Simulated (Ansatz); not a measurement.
Species, as SMILES: [C-]#[NH+] (C-NH).
Atoms: C1, N2, H3. Bonds: C1-N2, N2-H3.

Basis-set convergence of the harmonic zero-point energy at HF with Ansatz (an electronic-structure program). Each level at its own minimum, finite differences of forces, unscaled; the reference is a large set that could be run, not a limit. Cartesian d functions, on some or all atoms, in 6-31G*, 6-31+G*; all else is spherical. The program fits the integrals of some runs and decomposes those of others, by size. No added dispersion term, no relativity. Reference: the value in def2-QZVPPD, 10.60 kcal/mol. Deviations are taken from unrounded values.

| basis | functions | harmonic zero-point energy (kcal/mol) |
|---|---|---|
| 6-31G* | 32 | 10.70 |
| 6-31+G* | 40 | 10.67 |
| cc-pVDZ | 33 | 10.57 |
| aug-cc-pVDZ | 55 | 10.46 |
| def2-SVP | 33 | 10.89 |
| def2-SVPD | 48 | 10.63 |
| pcseg-1 | 33 | 10.67 |
| aug-pcseg-1 | 55 | 10.48 |
| 6-311G** | 42 | 10.65 |
| 6-311+G** | 50 | 10.65 |
| def2-TZVP | 68 | 10.59 |
| def2-TZVPD | 83 | 10.59 |
| cc-pVTZ | 74 | 10.62 |
| aug-cc-pVTZ | 115 | 10.59 |
| pcseg-2 | 74 | 10.67 |
| aug-pcseg-2 | 115 | 10.65 |
| def2-TZVPP | 76 | 10.62 |
| def2-TZVPPD | 91 | 10.60 |
| def2-QZVPP | 144 | 10.61 |
| def2-QZVPPD | 159 | 10.60 |

What the diffuse functions change, pair by pair:
- 6-31G* to 6-31+G*: 8 more functions, deviation 0.10 to 0.07 kcal/mol
- cc-pVDZ to aug-cc-pVDZ: 22 more functions, deviation -0.03 to -0.13 kcal/mol
- def2-SVP to def2-SVPD: 15 more functions, deviation 0.30 to 0.03 kcal/mol
- pcseg-1 to aug-pcseg-1: 22 more functions, deviation 0.07 to -0.12 kcal/mol
- 6-311G** to 6-311+G**: 8 more functions, deviation 0.05 to 0.05 kcal/mol
- def2-TZVP to def2-TZVPD: 15 more functions, deviation -0.01 to -0.01 kcal/mol
- cc-pVTZ to aug-cc-pVTZ: 41 more functions, deviation 0.02 to -0.01 kcal/mol
- pcseg-2 to aug-pcseg-2: 41 more functions, deviation 0.07 to 0.05 kcal/mol
- def2-TZVPP to def2-TZVPPD: 15 more functions, deviation 0.02 to 0.00 kcal/mol
- def2-QZVPP to def2-QZVPPD: 15 more functions, deviation 0.01 to 0.00 kcal/mol

Leaving out the reference's own pair, they bring the value nearer the reference by more than 0.01 kcal/mol in 5 of 9 pairs.
